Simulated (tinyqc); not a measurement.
UKS/PBE in the sto-3g basis, for CH, spin multiplicity 4, step by step (part 1 of 2). Computed by tinyqc, a small Python program that keeps every step (integrals from PySCF). Settings: charge = 0, multiplicity = 4, basis = sto-3g, energy threshold = 1e-08, iteration cap = 80, orthogonalisation = symmetric, start = core, DIIS depth = 0, method = UKS, functional = pbe,pbe, grid = [20, 86]. Command: `OMP_NUM_THREADS=1 python tinyqc.py 30378 30379 out.jsonl` (the two numbers bound the seeds that draw the settings). One thread of a shared host (Intel(R) Xeon(R) Processor @ 2.60GHz), about 2 s of CPU time with the checks. Later iterations appear only in the table of the cycle.

## One-electron integrals

Geometry (angstrom):
```
atom         x         y         z
C     0.000000  0.000000  0.000000
H     0.000000  0.000000  1.220000
```

Basis sto-3g: exponents (1/bohr^2) and contraction coefficients of normalised primitives:
```
element  l (shell)   exponent  coefficient
C            s (1)  71.616837     0.154329
C            s (1)  13.045096     0.535328
C            s (1)   3.530512     0.444635
C            s (2)   2.941249    -0.099967
C            s (2)   0.683483     0.399513
C            s (2)   0.222290     0.700115
C            p (3)   2.941249     0.155916
C            p (3)   0.683483     0.607684
C            p (3)   0.222290     0.391957
H            s (1)   3.425251     0.154329
H            s (1)   0.623914     0.535328
H            s (1)   0.168855     0.444635
```

Overlap, kinetic and nuclear-attraction integrals over the contracted functions; the nuclear repulsion is the sum of Za Zb / Rab.

nuclear repulsion = 2.60251087 hartree

overlap S:
```
           1C 1s     1C 2s    1C 2px    1C 2py    1C 2pz     2H 1s
1C 1s   1.000000  0.248362  0.000000  0.000000  0.000000  0.046034
1C 2s   0.248362  1.000000  0.000000  0.000000  0.000000  0.418695
1C 2px  0.000000  0.000000  1.000000  0.000000  0.000000  0.000000
1C 2py  0.000000  0.000000  0.000000  1.000000  0.000000  0.000000
1C 2pz  0.000000  0.000000  0.000000  0.000000  1.000000  0.419750
2H 1s   0.046034  0.418695  0.000000  0.000000  0.419750  1.000000
```

kinetic energy T (hartree):
```
            1C 1s      1C 2s    1C 2px    1C 2py    1C 2pz      2H 1s
1C 1s   15.891122  -0.085890  0.000000  0.000000  0.000000  -0.012187
1C 2s   -0.085890   0.472250  0.000000  0.000000  0.000000   0.069347
1C 2px   0.000000   0.000000  1.477728  0.000000  0.000000   0.000000
1C 2py   0.000000   0.000000  0.000000  1.477728  0.000000   0.000000
1C 2pz   0.000000   0.000000  0.000000  0.000000  1.477728   0.187964
2H 1s   -0.012187   0.069347  0.000000  0.000000  0.187964   0.760032
```

nuclear attraction V (hartree):
```
             1C 1s      1C 2s     1C 2px     1C 2py     1C 2pz      2H 1s
1C 1s   -34.086493  -4.299956   0.000000   0.000000  -0.013519  -0.809867
1C 2s    -4.299956  -5.616821   0.000000   0.000000  -0.145620  -1.949122
1C 2px    0.000000   0.000000  -5.541281   0.000000   0.000000   0.000000
1C 2py    0.000000   0.000000   0.000000  -5.541281   0.000000   0.000000
1C 2pz   -0.013519  -0.145620   0.000000   0.000000  -5.642460  -1.825897
2H 1s    -0.809867  -1.949122   0.000000   0.000000  -1.825897  -3.795622
```

core Hamiltonian H = T + V (hartree):
```
             1C 1s      1C 2s     1C 2px     1C 2py     1C 2pz      2H 1s
1C 1s   -18.195371  -4.385846   0.000000   0.000000  -0.013519  -0.822054
1C 2s    -4.385846  -5.144571   0.000000   0.000000  -0.145620  -1.879775
1C 2px    0.000000   0.000000  -4.063553   0.000000   0.000000   0.000000
1C 2py    0.000000   0.000000   0.000000  -4.063553   0.000000   0.000000
1C 2pz   -0.013519  -0.145620   0.000000   0.000000  -4.164732  -1.637932
2H 1s    -0.822054  -1.879775   0.000000   0.000000  -1.637932  -3.035590
```

## Two-electron integrals

Functions are numbered as in S; the eight-fold symmetry (ij|kl) = (ji|kl) = (kl|ij) leaves the list below.

Two-electron integrals (ij|kl) in chemists' order, unique and non-zero (hartree):
```
(11|11) 3.541948   (21|11) 0.576921   (21|21) 0.111888   (22|11) 0.854682
(22|21) 0.205284   (22|22) 0.624709   (31|31) 0.020296   (32|31) 0.030858
(32|32) 0.137996   (33|11) 0.852436   (33|21) 0.205335   (33|22) 0.624568
(33|33) 0.672833   (41|41) 0.020296   (42|41) 0.030858   (42|42) 0.137996
(43|43) 0.036269   (44|11) 0.852436   (44|21) 0.205335   (44|22) 0.624568
(44|33) 0.600295   (44|44) 0.672833   (51|51) 0.020296   (52|51) 0.030858
(52|52) 0.137996   (53|53) 0.036269   (54|54) 0.036269   (55|11) 0.852436
(55|21) 0.205335   (55|22) 0.624568   (55|33) 0.600295   (55|44) 0.600295
(55|55) 0.672833   (61|11) 0.107428   (61|21) 0.020719   (61|22) 0.037980
(61|33) 0.037851   (61|44) 0.037851   (61|51) 0.001252   (61|52) 0.002344
(61|55) 0.038252   (61|61) 0.003922   (62|11) 0.270421   (62|21) 0.065882
(62|22) 0.222192   (62|33) 0.216747   (62|44) 0.216747   (62|51) 0.006264
(62|52) 0.044123   (62|55) 0.232868   (62|61) 0.012738   (62|62) 0.105709
(63|31) 0.006535   (63|32) 0.034971   (63|53) 0.008506   (63|63) 0.012610
(64|41) 0.006535   (64|42) 0.034971   (64|54) 0.008506   (64|64) 0.012610
(65|11) 0.235421   (65|21) 0.058076   (65|22) 0.207679   (65|33) 0.197269
(65|44) 0.197269   (65|51) 0.011322   (65|52) 0.073038   (65|55) 0.228269
(65|61) 0.011727   (65|62) 0.117264   (65|65) 0.140328   (66|11) 0.427775
(66|21) 0.105978   (66|22) 0.407346   (66|33) 0.385986   (66|44) 0.385986
(66|51) 0.012267   (66|52) 0.117309   (66|55) 0.449537   (66|61) 0.020753
(66|62) 0.249088   (66|65) 0.304612   (66|66) 0.774606
```

## Orthogonalisation

S = U s U^T; symmetric (Loewdin) form X = U s^(-1/2) U^T, so that X^T S X = 1.

eigenvalues of S: 0.391554  0.818414  1.000000  1.000000  1.154868  1.635164

X:
```
            1C 1s      1C 2s    1C 2px    1C 2py     1C 2pz      2H 1s
1C 1s    1.025465  -0.139211  0.000000  0.000000  -0.009733   0.024516
1C 2s   -0.139211   1.118703  0.000000  0.000000   0.092403  -0.280054
1C 2px   0.000000   0.000000  1.000000  0.000000   0.000000   0.000000
1C 2py   0.000000   0.000000  0.000000  1.000000   0.000000   0.000000
1C 2pz  -0.009733   0.092403  0.000000  0.000000   1.090387  -0.274986
2H 1s    0.024516  -0.280054  0.000000  0.000000  -0.274986   1.181490
```

## Starting guess

The start is the orbitals of the core Hamiltonian; D(s) = C_occ C_occ^T for each spin.

D(alpha) at the start:
```
            1C 1s      1C 2s    1C 2px    1C 2py     1C 2pz      2H 1s
1C 1s    1.069345  -0.285605  0.000000  0.000000  -0.021549   0.036722
1C 2s   -0.285605   1.173171  0.000000  0.000000   0.115723  -0.144987
1C 2px   0.000000   0.000000  1.000000  0.000000   0.000000   0.000000
1C 2py   0.000000   0.000000  0.000000  1.000000   0.000000   0.000000
1C 2pz  -0.021549   0.115723  0.000000  0.000000   1.122594  -0.174028
2H 1s    0.036722  -0.144987  0.000000  0.000000  -0.174028   0.040884
```

D(beta) at the start:
```
            1C 1s      1C 2s    1C 2px    1C 2py     1C 2pz      2H 1s
1C 1s    1.054403  -0.224294  0.000000  0.000000  -0.129704   0.045562
1C 2s   -0.224294   0.921597  0.000000  0.000000   0.559512  -0.181262
1C 2px   0.000000   0.000000  0.000000  0.000000   0.000000   0.000000
1C 2py   0.000000   0.000000  0.000000  0.000000   0.000000   0.000000
1C 2pz  -0.129704   0.559512  0.000000  0.000000   0.339728  -0.110037
2H 1s    0.045562  -0.181262  0.000000  0.000000  -0.110037   0.035653
```

## Iteration 1: exchange-correlation on the grid

Becke grid with 20 radial and 86 angular points per atom, points of zero weight dropped. rho = sum D_ij phi_i phi_j; V_xc,ij = sum w v_xc phi_i phi_j plus the gradient terms; v_xc is d(rho eps)/d rho(s) for spin s at fixed gradient.

The 12 grid points with the largest w rho, of 3429 (bohr, atomic units):
```
x                  y         z         w  rho(alpha)  rho(beta)     eps_xc  v_xc(alpha)
0.886909    0.241494  0.886909  0.085148    0.137318   0.078820  -0.514037    -0.686052
0.886909   -0.241494  0.886909  0.085148    0.137318   0.078820  -0.514037    -0.686052
0.241494    0.886909  0.886909  0.085148    0.137318   0.078820  -0.514037    -0.686052
-0.241494   0.886909  0.886909  0.085148    0.137318   0.078820  -0.514037    -0.686052
0.241494   -0.886909  0.886909  0.085148    0.137318   0.078820  -0.514037    -0.686052
-0.241494  -0.886909  0.886909  0.085148    0.137318   0.078820  -0.514037    -0.686052
-0.886909   0.241494  0.886909  0.085148    0.137318   0.078820  -0.514037    -0.686052
-0.886909  -0.241494  0.886909  0.085148    0.137318   0.078820  -0.514037    -0.686052
0.737458    0.737458  0.737458  0.088763    0.137570   0.069503  -0.510167    -0.685181
0.737458   -0.737458  0.737458  0.088763    0.137570   0.069503  -0.510167    -0.685181
-0.737458   0.737458  0.737458  0.088763    0.137570   0.069503  -0.510167    -0.685181
-0.737458  -0.737458  0.737458  0.088763    0.137570   0.069503  -0.510167    -0.685181
```

electrons on the grid, sum of w rho = 7.000192

E_xc = sum of w rho eps_xc = -6.02309414 hartree

V_xc(alpha) (hartree):
```
            1C 1s      1C 2s     1C 2px     1C 2py     1C 2pz      2H 1s
1C 1s   -2.311165  -0.338665   0.000000   0.000000  -0.001370  -0.063769
1C 2s   -0.338665  -0.636172   0.000000   0.000000  -0.004776  -0.196968
1C 2px   0.000000   0.000000  -0.632616   0.000000   0.000000   0.000000
1C 2py   0.000000   0.000000   0.000000  -0.632616   0.000000   0.000000
1C 2pz  -0.001370  -0.004776   0.000000   0.000000  -0.629071  -0.168345
2H 1s   -0.063769  -0.196968   0.000000   0.000000  -0.168345  -0.243220
```

V_xc(beta) (hartree):
```
            1C 1s      1C 2s     1C 2px     1C 2py     1C 2pz      2H 1s
1C 1s   -2.270548  -0.311061   0.000000   0.000000  -0.009352  -0.059577
1C 2s   -0.311061  -0.449103   0.000000   0.000000  -0.107768  -0.163116
1C 2px   0.000000   0.000000  -0.451374   0.000000   0.000000   0.000000
1C 2py   0.000000   0.000000   0.000000  -0.451374   0.000000   0.000000
1C 2pz  -0.009352  -0.107768   0.000000   0.000000  -0.431603  -0.157637
2H 1s   -0.059577  -0.163116   0.000000   0.000000  -0.157637  -0.208303
```

## Iteration 1: building the Kohn-Sham matrix

J_ij = sum D_kl (ij|kl) with D = D(alpha) + D(beta); F = H + J + V_xc; E = tr D H + tr D J / 2 + E_xc + E_nn.

Coulomb J (hartree):
```
            1C 1s     1C 2s    1C 2px    1C 2py    1C 2pz     2H 1s
1C 1s   11.415849  2.187628  0.000000  0.000000  0.026158  0.408267
1C 2s    2.187628  4.851316  0.000000  0.000000  0.116104  1.689838
1C 2px   0.000000  0.000000  4.842508  0.000000  0.000000  0.000000
1C 2py   0.000000  0.000000  0.000000  4.842508  0.000000  0.000000
1C 2pz   0.026158  0.116104  0.000000  0.000000  4.852842  1.568345
2H 1s    0.408267  1.689838  0.000000  0.000000  1.568345  2.964869
```

F(alpha) (hartree):
```
            1C 1s      1C 2s    1C 2px    1C 2py     1C 2pz      2H 1s
1C 1s   -9.090688  -2.536883  0.000000  0.000000   0.011269  -0.477557
1C 2s   -2.536883  -0.929427  0.000000  0.000000  -0.034292  -0.386906
1C 2px   0.000000   0.000000  0.146339  0.000000   0.000000   0.000000
1C 2py   0.000000   0.000000  0.000000  0.146339   0.000000   0.000000
1C 2pz   0.011269  -0.034292  0.000000  0.000000   0.059039  -0.237932
2H 1s   -0.477557  -0.386906  0.000000  0.000000  -0.237932  -0.313941
```

F(beta) (hartree):
```
            1C 1s      1C 2s    1C 2px    1C 2py     1C 2pz      2H 1s
1C 1s   -9.050070  -2.509279  0.000000  0.000000   0.003286  -0.473365
1C 2s   -2.509279  -0.742358  0.000000  0.000000  -0.137284  -0.353053
1C 2px   0.000000   0.000000  0.327580  0.000000   0.000000   0.000000
1C 2py   0.000000   0.000000  0.000000  0.327580   0.000000   0.000000
1C 2pz   0.003286  -0.137284  0.000000  0.000000   0.256507  -0.227225
2H 1s   -0.473365  -0.353053  0.000000  0.000000  -0.227225  -0.279024
```

total energy of this density = -37.28401746 hartree

## Iteration 1: diagonalisation and new density

Diagonalise F' = X^T F X, C = X C', fill 5 alpha and 2 beta electrons from the bottom; D(s) = C_occ C_occ^T. Each column has its largest component positive (the first on a tie).

F' = X^T F X (alpha) (hartree):
```
           1          2         3         4          5          6
1  -8.875033  -1.401064  0.000000  0.000000  -0.009709  -0.049339
2  -1.401064  -0.363170  0.000000  0.000000   0.077946  -0.236205
3   0.000000   0.000000  0.146339  0.000000   0.000000   0.000000
4   0.000000   0.000000  0.000000  0.146339   0.000000   0.000000
5  -0.009709   0.077946  0.000000  0.000000   0.194861  -0.278313
6  -0.049339  -0.236205  0.000000  0.000000  -0.278313  -0.099749
```

orbital energies (alpha) (hartree): MO1 -9.100544, MO2 -0.383261, MO3 -0.085447, MO4 0.146339, MO5 0.146339, MO6 0.426160

coefficients C (alpha):
```
              MO1        MO2        MO3       MO4        MO5        MO6
1C 1s    0.990601  -0.171632  -0.219128  0.000000   0.000000  -0.113526
1C 2s    0.037274   0.492174   0.873879  0.000000   0.000000   0.592077
1C 2px   0.000000   0.000000   0.000000  0.999979  -0.006553   0.000000
1C 2py   0.000000   0.000000   0.000000  0.006553   0.999979   0.000000
1C 2pz   0.002398   0.154080  -0.455283  0.000000   0.000000   1.020865
2H 1s   -0.008891   0.640268  -0.486067  0.000000   0.000000  -0.950939
```

F' = X^T F X (beta) (hartree):
```
           1          2         3         4          5          6
1  -8.836682  -1.401449  0.000000  0.000000  -0.004895  -0.050391
2  -1.401449  -0.174967  0.000000  0.000000  -0.020685  -0.226991
3   0.000000   0.000000  0.327580  0.000000   0.000000   0.000000
4   0.000000   0.000000  0.000000  0.327580   0.000000   0.000000
5  -0.004895  -0.020685  0.000000  0.000000   0.405128  -0.298915
6  -0.050391  -0.226991  0.000000  0.000000  -0.298915  -0.066631
```

orbital energies (beta) (hartree): MO1 -9.058609, MO2 -0.324355, MO3 0.146983, MO4 0.327580, MO5 0.327580, MO6 0.562828

coefficients C (beta):
```
              MO1        MO2        MO3        MO4       MO5        MO6
1C 1s    0.991349  -0.136599  -0.256874   0.000000  0.000000  -0.065094
1C 2s    0.034530   0.355407   1.036266   0.000000  0.000000   0.395591
1C 2px   0.000000   0.000000   0.000000  -0.280897  0.959738   0.000000
1C 2py   0.000000   0.000000   0.000000   0.959738  0.280897   0.000000
1C 2pz   0.003448   0.197432  -0.211561   0.000000  0.000000   1.090617
2H 1s   -0.008568   0.718518  -0.575513   0.000000  0.000000  -0.838458
```

D(alpha) after iteration 1:
```
            1C 1s      1C 2s    1C 2px    1C 2py     1C 2pz      2H 1s
1C 1s    1.058766  -0.239041  0.000000  0.000000   0.075695  -0.012187
1C 2s   -0.239041   1.007290  0.000000  0.000000  -0.321939  -0.109972
1C 2px   0.000000   0.000000  1.000000  0.000000   0.000000   0.000000
1C 2py   0.000000   0.000000  0.000000  1.000000   0.000000   0.000000
1C 2pz   0.075695  -0.321939  0.000000  0.000000   0.231029   0.319930
2H 1s   -0.012187  -0.109972  0.000000  0.000000   0.319930   0.646283
```

D(beta) after iteration 1:
```
            1C 1s      1C 2s    1C 2px    1C 2py     1C 2pz      2H 1s
1C 1s    1.001433  -0.014317  0.000000  0.000000  -0.023551  -0.106643
1C 2s   -0.014317   0.127506  0.000000  0.000000   0.070288   0.255070
1C 2px   0.000000   0.000000  0.000000  0.000000   0.000000   0.000000
1C 2py   0.000000   0.000000  0.000000  0.000000   0.000000   0.000000
1C 2pz  -0.023551   0.070288  0.000000  0.000000   0.038991   0.141829
2H 1s   -0.106643   0.255070  0.000000  0.000000   0.141829   0.516341
```

Within a degenerate level the vectors are fixed only up to a rotation; this is one choice.

## Iteration 2: exchange-correlation on the grid

As before.

The 12 grid points with the largest w rho, of 3429 (bohr, atomic units):
```
x                  y          z         w  rho(alpha)  rho(beta)     eps_xc  v_xc(alpha)
-0.886909  -0.886909  -0.241494  0.090956    0.131858   0.004849  -0.503669    -0.652004
-0.886909   0.886909  -0.241494  0.090956    0.131858   0.004849  -0.503669    -0.652004
0.886909    0.886909  -0.241494  0.090956    0.131858   0.004849  -0.503669    -0.652004
0.886909   -0.886909  -0.241494  0.090956    0.131858   0.004849  -0.503669    -0.652004
-1.184494  -0.478026   0.000000  0.090441    0.128513   0.007324  -0.497767    -0.648199
-0.478026  -1.184494   0.000000  0.090441    0.128513   0.007324  -0.497767    -0.648199
-0.478026   1.184494   0.000000  0.090441    0.128513   0.007324  -0.497767    -0.648199
0.478026    1.184494   0.000000  0.090441    0.128513   0.007324  -0.497767    -0.648199
-1.184494   0.478026   0.000000  0.090441    0.128513   0.007324  -0.497767    -0.648199
1.184494    0.478026   0.000000  0.090441    0.128513   0.007324  -0.497767    -0.648199
0.478026   -1.184494   0.000000  0.090441    0.128513   0.007324  -0.497767    -0.648199
1.184494   -0.478026   0.000000  0.090441    0.128513   0.007324  -0.497767    -0.648199
```

electrons on the grid, sum of w rho = 7.000107

E_xc = sum of w rho eps_xc = -5.72782365 hartree

V_xc(alpha) (hartree):
```
            1C 1s      1C 2s     1C 2px     1C 2py     1C 2pz      2H 1s
1C 1s   -2.296787  -0.328544   0.000000   0.000000   0.003333  -0.061150
1C 2s   -0.328544  -0.601531   0.000000   0.000000   0.006069  -0.220440
1C 2px   0.000000   0.000000  -0.605906   0.000000   0.000000   0.000000
1C 2py   0.000000   0.000000   0.000000  -0.605906   0.000000   0.000000
1C 2pz   0.003333   0.006069   0.000000   0.000000  -0.578281  -0.213828
2H 1s   -0.061150  -0.220440   0.000000   0.000000  -0.213828  -0.508438
```

V_xc(beta) (hartree):
```
            1C 1s      1C 2s     1C 2px     1C 2py     1C 2pz      2H 1s
1C 1s   -2.249729  -0.303686   0.000000   0.000000  -0.002230  -0.057335
1C 2s   -0.303686  -0.398134   0.000000   0.000000  -0.073743  -0.185278
1C 2px   0.000000   0.000000  -0.383601   0.000000   0.000000   0.000000
1C 2py   0.000000   0.000000   0.000000  -0.383601   0.000000   0.000000
1C 2pz  -0.002230  -0.073743   0.000000   0.000000  -0.417000  -0.207473
2H 1s   -0.057335  -0.185278   0.000000   0.000000  -0.207473  -0.485532
```

## Iteration 2: building the Kohn-Sham matrix

As before.

Coulomb J (hartree):
```
            1C 1s     1C 2s    1C 2px    1C 2py    1C 2pz     2H 1s
1C 1s   10.677419  2.021988  0.000000  0.000000  0.012825  0.376630
1C 2s    2.021988  4.504331  0.000000  0.000000  0.149849  1.676238
1C 2px   0.000000  0.000000  4.480961  0.000000  0.000000  0.000000
1C 2py   0.000000  0.000000  0.000000  4.480961  0.000000  0.000000
1C 2pz   0.012825  0.149849  0.000000  0.000000  4.535108  1.626841
2H 1s    0.376630  1.676238  0.000000  0.000000  1.626841  3.374691
```

F(alpha) (hartree):
```
            1C 1s      1C 2s     1C 2px     1C 2py     1C 2pz      2H 1s
1C 1s   -9.814739  -2.692402   0.000000   0.000000   0.002639  -0.506574
1C 2s   -2.692402  -1.241771   0.000000   0.000000   0.010299  -0.423977
1C 2px   0.000000   0.000000  -0.188498   0.000000   0.000000   0.000000
1C 2py   0.000000   0.000000   0.000000  -0.188498   0.000000   0.000000
1C 2pz   0.002639   0.010299   0.000000   0.000000  -0.207904  -0.224919
2H 1s   -0.506574  -0.423977   0.000000   0.000000  -0.224919  -0.169337
```

F(beta) (hartree):
```
            1C 1s      1C 2s    1C 2px    1C 2py     1C 2pz      2H 1s
1C 1s   -9.767682  -2.667544  0.000000  0.000000  -0.002924  -0.502759
1C 2s   -2.667544  -1.038374  0.000000  0.000000  -0.069513  -0.388816
1C 2px   0.000000   0.000000  0.033807  0.000000   0.000000   0.000000
1C 2py   0.000000   0.000000  0.000000  0.033807   0.000000   0.000000
1C 2pz  -0.002924  -0.069513  0.000000  0.000000  -0.046623  -0.218564
2H 1s   -0.502759  -0.388816  0.000000  0.000000  -0.218564  -0.146430
```

total energy of this density = -37.78899605 hartree
